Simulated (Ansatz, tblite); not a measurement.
# Diborane 1,2-di F (B₂H₄F₂): one state, many levels

Aim: run the singlet of diborane 1,2-di F (B₂H₄F₂) at one geometry on many levels, and compare frontier levels, spin and run time.

Program: Ansatz 0.2.0, Gaussian basis. Level of theory: level and basis change from run to run. These are calculated values, not measurements.

Plan: GFN1-xTB, GFN2-xTB, PBE-D4/def2-TZVP, r2SCAN-D4/def2-TZVP, ωB97M-V/def2-TZVP, ωB97X-V/def2-TZVP, LC-ωPBE/def2-TZVP, PBE-D4/def2-SVP, PBE0-D4/def2-SVP, HF/STO-3G, CCSD(T)/def2-TZVPP, MP2/def2-TZVP.

### Step 1. The structure

The geometry is that of the singlet, from an earlier relaxation (PBE-D4/def2-TZVP).

8 atoms, charge 0, spin multiplicity 1.

Bond lengths: B1–B2 1.801 Å, B1–F3 1.350 Å, B1–H5 1.200 Å, B1–H6 1.344 Å, B1–H8 1.344 Å, B2–F4 1.350 Å, B2–H6 1.344 Å, B2–H7 1.200 Å, B2–H8 1.344 Å. Angles: B2–B1–F3 119.6°, B2–B1–H5 118.7°, B2–B1–H6 47.9°, B2–B1–H8 47.9°, F3–B1–H5 121.7°, F3–B1–H6 112.5°, F3–B1–H8 112.5°, H5–B1–H6 105.6°, H5–B1–H8 105.6°, H6–B1–H8 95.5°, B1–B2–F4 119.6°, B1–B2–H6 47.9°, B1–B2–H7 118.7°, B1–B2–H8 47.9°, F4–B2–H6 112.5°, F4–B2–H7 121.7°, F4–B2–H8 112.5°, H6–B2–H7 105.6° and more.

PBE0-D4/def2-TZVP was run before; its log isn't repeated, and its numbers join the tables.

### Step 2. GFN1-xTB

Tight binding, by tblite at 300 K electronic temperature and without a spin-polarisation term:

```python
tblite.interface.Calculator('GFN1-xTB', numbers, positions, charge=0, uhf=0).singlepoint()
```

Energy -414.7724 eV, HOMO -12.76 eV, LUMO -5.89 eV; 0.004 s.

### Step 3. GFN2-xTB

Tight binding, by tblite at 300 K electronic temperature and without a spin-polarisation term:

```python
tblite.interface.Calculator('GFN2-xTB', numbers, positions, charge=0, uhf=0).singlepoint()
```

Energy -381.9247 eV, HOMO -11.92 eV, LUMO -6.04 eV; 0.002 s.

### Step 4. PBE-D4/def2-TZVP

start.molden holds the orbitals of an earlier run on this state, given as this run's starting guess.

The input, in.yaml:

```yaml
crystal:
  periodic: [false, false, false]
  atoms:
    - {symbol: B, position_ang: [0.864503, 0.111169, 0.227069]}
    - {symbol: B, position_ang: [-0.865004, -0.091741, -0.233749]}
    - {symbol: F, position_ang: [1.532539, -0.923158, 0.780386]}
    - {symbol: F, position_ang: [-1.476731, -1.276210, -0.021417]}
    - {symbol: H, position_ang: [1.392355, 1.171157, 0.031018]}
    - {symbol: H, position_ang: [-0.279279, 0.390486, 0.875783]}
    - {symbol: H, position_ang: [-1.443348, 0.838476, -0.724531]}
    - {symbol: H, position_ang: [0.274964, -0.220168, -0.934559]}
basis:
  gaussian: {orbitals: def2-TZVP, initial_orbitals: start.molden}
hamiltonian: {xc: pbe, dispersion: d4}
scf: {omitted_lower_state_checks: [starts]}
output: {forces: true, orbitals: {seedname: orbitals}}
```

Command:

```
$ ansatz run in.yaml --threads 2 --pin off --events-out ev --progress --plain --max-ram 4352MiB
```

After this run come: r2SCAN-D4/def2-TZVP; ωB97M-V/def2-TZVP; ωB97X-V/def2-TZVP; LC-ωPBE/def2-TZVP; PBE-D4/def2-SVP; PBE0-D4/def2-SVP; HF/STO-3G; CCSD(T)/def2-TZVPP; MP2/def2-TZVP.

Before running them: what should the planned runs give, taken together? Wanted: gap in def2-TZVP, functionals, smallest and largest; correlation energy, CCSD(T)/def2-TZVPP; correlation energy, MP2/def2-TZVP; binding an atom, CCSD(T)/def2-TZVPP; PBE0 total energy, smallest basis above largest.

**Answer**, as computed:

| quantity | value |
| --- | --- |
| gap in def2-TZVP, functionals, smallest and largest | 6.78 eV (PBE-D4), 14.53 eV (LC-ωPBE) |
| correlation energy, CCSD(T)/def2-TZVPP | -21.44 eV |
| correlation energy, MP2/def2-TZVP | -19.85 eV |
| binding an atom, CCSD(T)/def2-TZVPP | 3.739 eV |
| PBE0 total energy, smallest basis above largest | 8.13 eV (def2-SVP, def2-TZVP) |

In words: Over the functionals in def2-TZVP the gap runs from 6.78 eV (PBE-D4) to 14.53 eV (LC-ωPBE); exact exchange widens it. A small miss in a minimal or small basis is a cancelling of errors, not accuracy. The functionals in def2-TZVP miss CCSD(T)/def2-TZVPP by +0.083 (ωB97X-V) to +0.163 eV (PBE-D4) an atom. The reference is CCSD(T) in one finite basis, so it carries an error of its own, often a tenth of an eV or more, and near misses can't be ranked.
